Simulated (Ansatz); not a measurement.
**C₃H₂Cl+: functionals against CCSD(T) at one geometry**

An exercise on one series of results from a longer session: the logs are not shown, and one member is left open.

The runs use Ansatz 0.2.0, Gaussian basis; single points in def2-TZVPP.

Correlated methods freeze the cores.

### The system as given

6 atoms, charge 1, spin multiplicity 1.

Atoms are counted from 1 here; the program's logs count them from 0.

Bond lengths: Cl1–C2 1.631 Å, C2–C3 1.380 Å, C2–C4 1.366 Å, C3–C4 1.364 Å, C3–H5 1.138 Å, C4–H6 1.062 Å. Angles: Cl1–C2–C3 150.1°, Cl1–C2–C4 149.9°, C3–C2–C4 59.6°, C2–C3–C4 59.7°, C2–C3–H5 148.6°, C4–C3–H5 151.5°, C2–C4–C3 60.7°, C2–C4–H6 149.0°, C3–C4–H6 149.4°.

Coordinates:

```xyz
6

Cl   -1.7056    0.2750    1.5238
C    -0.4634    0.1270    0.4766
C     0.6136   -0.5865   -0.0090
C     0.1859    0.5378   -0.6529
H     1.2892   -1.4985    0.0686
H     0.2204    1.1732   -1.5030
```

Set-up of the first run:

Contents of run/in.yaml:

```yaml
crystal:
  periodic: [false, false, false]
  atoms:
    - {symbol: Cl, position_ang: [-1.705600, 0.275000, 1.523800]}
    - {symbol: C, position_ang: [-0.463400, 0.127000, 0.476600]}
    - {symbol: C, position_ang: [0.613600, -0.586500, -0.009000]}
    - {symbol: C, position_ang: [0.185900, 0.537800, -0.652900]}
    - {symbol: H, position_ang: [1.289200, -1.498500, 0.068600]}
    - {symbol: H, position_ang: [0.220400, 1.173200, -1.503000]}
basis:
  gaussian: {orbitals: def2-TZVPP}
total_charge: 1
correlation: {method: ccsd_t}
output: {forces: true}
```

No record of the launch command was kept for these runs.

Steps of the session up to this table: CCSD(T)/def2-TZVPP; PBE0-D4/def2-TZVPP; wB97M-V/def2-TZVPP; r2SCAN-D4/def2-TZVPP; PBE-D4/def2-TZVPP; SPW92/def2-TZVPP; revPBE-D4/def2-TZVPP.

One table of the session follows, with a row left open; its other results are not shown here.

| method | RMS force component (eV/Å) | angle to CCSD(T) forces (°) |
| --- | --- | --- |
| CCSD(T) | 0.621 | reference |
| PBE0-D4 | 0.570 | 31.8 |
| wB97M-V | 0.575 | 29.9 |
| r2SCAN-D4 | 0.559 | 22.8 |
| PBE-D4 | 0.579 | 15.4 |
| SPW92 | 0.581 | 43.7 |
| revPBE-D4 | ? | ? |

Estimate the missing values for revPBE-D4.

As computed: RMS force component (eV/Å): 0.619; angle to CCSD(T) forces (°): 14.2. In the column «RMS force component (eV/Å)» it lies between SPW92 (0.581) and CCSD(T) (0.621).
